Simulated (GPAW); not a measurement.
# C3H2 (SMILES [CH]C#C) at PZ-SIC[LDA (PW92)]/dz(dzp) (scalar-relativistic datasets, sic scale 0.5)

Aim: a single-point energy of C3H2. 

The results are computed with GPAW 26.7.0.

2 further runs of the same task are left out: 1 that didn't finish, 1 set aside as unsound or not needed. Runs told in other sessions of the task aren't counted.

### Step 1. The system as given

C3H2: 5 atoms, total charge 0, spin state triplet. SMILES: `[CH]C#C`. The shape is that of a GFN2-xTB optimisation.

Bond lengths: C1–C2 1.261 Å, C2–C3 1.262 Å, C1–H4 1.048 Å, C3–H5 1.047 Å. Angles: C1–C2–C3 175.8°, C2–C1–H4 174.0°, C2–C3–H5 172.2°.

### Step 2. The energy at PZ-SIC[LDA (PW92)]/dz(dzp) (scalar-relativistic datasets, sic scale 0.5)

Contents of C3H2.py:

```python
import numpy as np
from ase import Atoms
from ase.units import Bohr
from gpaw import GPAW, LCAO
from gpaw.directmin.etdm_lcao import LCAOETDM

# Atomic positions
positions_bohr = np.array(
              [[ -1.745861,   1.147045,  -1.145439],
               [  0.001550,   0.003137,   0.002740],
               [  1.650373,  -1.284050,   1.147083],
               [ -3.076795,   2.265026,  -2.093817],
               [  3.170734,  -2.131158,   2.089413]])
mol = Atoms('CCCHH', positions=positions_bohr * Bohr)
mol.center(vacuum=4.0)
mol.set_initial_magnetic_moments([2.0, 0.0, 0.0, 0.0, 0.0])

# GPAW settings
gpaw_calc = GPAW(mode=LCAO(force_complex_dtype=True),
                 basis='dz(dzp)',
                 h=0.2,
                 xc='LDA',
                 occupations={'name': 'fixed-uniform'},
                 nbands='nao',
                 maxiter=100,
                 symmetry='off',
                 legacy_gpaw=True,
                 eigensolver=LCAOETDM(localizationtype='PM', functional={'name': 'PZ-SIC', 'scaling_factor': (0.5, 0.5)}),
                 mixer={'backend': 'no-mixing'},
                 txt='-')
mol.calc = gpaw_calc

energy = mol.get_potential_energy()
print(f'Energy: {energy:.5f} eV')
print('Levels (eV):', gpaw_calc.get_eigenvalues().round(3))
```

Launch:

```bash
$ python C3H2.py > C3H2.log
```

**Question.** What will come out? Wanted: energy as printed; dipole moment; HOMO energy.

Answer, from the run:

Level: PZ-SIC[LDA (PW92)]/dz(dzp) (scalar-relativistic datasets, sic scale 0.5).

| quantity | value |
| --- | --- |
| energy as printed (from the program's reference atoms) | -31.6748 eV |
| dipole moment (of the density that the program reports) | 0.24 D |
| HOMO energy (LDA (PW92) Kohn–Sham orbitals) (highest over α and β) | -7.42 eV |
